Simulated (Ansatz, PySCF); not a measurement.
Molecule: cyclopropene, C₃H₄ (charge 0, singlet). 
Geometry from a B3LYP-D3(BJ)/def2-TZVP (Ansatz, a quantum-chemistry and plane-wave program) optimisation:
```xyz
7

C     -0.0054     0.0051     0.8609
C     -0.0002    -0.6463    -0.4958
C      0.0065     0.6404    -0.5035
H      0.9023     0.0040     1.4624
H     -0.9206     0.0134     1.4509
H     -0.0016    -1.5779    -1.0322
H      0.0147     1.5655    -1.0509
```
Charge 0, spin multiplicity 1.

Property: atomisation energy (electronic, to ground-state atoms), in kJ/mol. Cores are frozen in the correlated levels unless marked. UHF or UKS for open shells. No spin-orbit coupling. Non-relativistic. The coupled-cluster limit lacks core correlation, which all-electron functionals hold. Basis-set limits of correlation are two-point, X^-3; Hartree-Fock from the larger set. [CCSD(T)-MP2]/basis is that difference in the basis named.

| level | program | atomisation energy (kJ/mol) |
|---|---|---|
| BLYP/def2-TZVPD | Ansatz | 2828.9 |
| BP86/def2-TZVPD | PySCF | [?] |
| PBE0-D4/def2-TZVP | Ansatz + dftd4 | 2885.4 |
| PBE0/def2-TZVPD | Ansatz | [?] |
| TPSSh-D3(BJ)/def2-TZVPD | PySCF + dftd3 | [?] |
| PW6B95/def2-TZVPD | PySCF | [?] |
| CAM-B3LYP-D3(BJ)/def2-TZVPD | Ansatz + dftd3 | 2856.6 |
| wB97X-V/def2-TZVPD | Ansatz | 2849.8 |
| SCS-MP2/6-31G | Ansatz | 2458.2 |
| CCSD/aug-cc-pVDZ | Ansatz | 2598.6 |
| CCSD(T) with core electrons/cc-pwCVTZ | Ansatz | 2790.9 |
| RI-MP2/CBS(aug-cc-pVTZ,aug-cc-pVQZ)+[CCSD(T)-MP2]/aug-cc-pVTZ | Ansatz | 2843.8 |

What belongs in the gaps?


- BP86/def2-TZVPD, atomisation energy (kJ/mol): 2945.3
- PBE0/def2-TZVPD, atomisation energy (kJ/mol): 2879.0
- TPSSh-D3(BJ)/def2-TZVPD, atomisation energy (kJ/mol): 2873.4
- PW6B95/def2-TZVPD, atomisation energy (kJ/mol): 2867.7
